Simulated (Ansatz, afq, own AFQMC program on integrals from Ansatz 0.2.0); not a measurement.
# CH5, doublet in cc-pVTZ, levels against CCSDT(Q)

| atom | x (Å) | y (Å) | z (Å) |
| --- | --- | --- | --- |
| H | -2.1592 | 0.0000 | 0.0000 |
| H | -1.1042 | 0.0000 | 0.0000 |
| C | 0.2188 | 0.0000 | 0.0000 |
| H | 0.2188 | -1.0800 | 0.0000 |
| H | 0.2188 | 0.5400 | 0.9353 |
| H | 0.2188 | 0.5400 | -0.9353 |

Basis cc-pVTZ. Noble-gas cores (and the filled d shells of Ga–Kr and In–Xe) are frozen. Ansatz 0.2.0 and our own AFQMC program on the same integrals; the CISD trial comes from CCSD amplitudes, and released means the phaseless constraint is let go. Uncertainties: one standard error, sampling alone.

Determinant: UHF, the one that the program's search chose, which needn't be the lowest solution. The geometry is a point of a scan.

No full CI on the walks' own integrals is used here; CCSDT(Q) serves as the reference and is uncertain by about the last step of the cluster series.

Cautions: unrestricted determinant slightly spin contaminated (⟨S²⟩ 0.81 against 0.75).

```
T1 diagnostic                               : 0.0182
weight of the determinant in the CISD state : 0.906
⟨S²⟩ of the determinant                     : 0.806
size of the correlated space                : 9 electrons in 99 orbitals
```

Reference: CCSDT(Q), correlation energy -6.601 eV. The released energy is read at 2.40 1/Eh (meV from the phaseless value at times in 1/Eh: 0 ± 5 at 0.24, 0 ± 5 at 0.51, 4 ± 3 at 0.99, 0 ± 5 at 1.62, -3 ± 8 at 2.40).

```
         level  E − E(reference) (kJ/mol)  share of correlation (%)
            HF                      636.9                      0.00
           MP2                       92.9                     85.41
          CCSD                       21.9                     96.56
       CCSD(T)                        2.3                     99.63
         CCSDT                        0.6                     99.90
   ph-AFQMC/HF                 -0.7 ± 2.4                    100.11
 ph-AFQMC/CISD                  0.0 ± 0.4                    100.01
released AFQMC                 -0.3 ± 0.7                    100.05
```

A walk keeps the symmetry of its determinant, which the program's search chose and which needn't be the lowest solution, so a lower state of the same spin and another symmetry isn't excluded. Released energies are given only where the last usable release times agree within the noise; a slower fall can still hide under it.
